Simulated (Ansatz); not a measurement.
Name a neutral molecule of C and H with LUMO energy (B3LYP/def2-TZVPP) between -0.25 and 0.05 eV and vertical ionisation energy (CCSD(T)/CBS(def2)) between 10.65 and 10.95 eV (Ansatz, PBE0-D4/def2-TZVP geometry).

`C=C` (-0.13 eV, 10.78 eV). Other molecules can fit too; these were computed, each in one conformer that needn't be the lowest.

B3LYP here is the variant with VWN-RPA as its local correlation; programs differ in this.
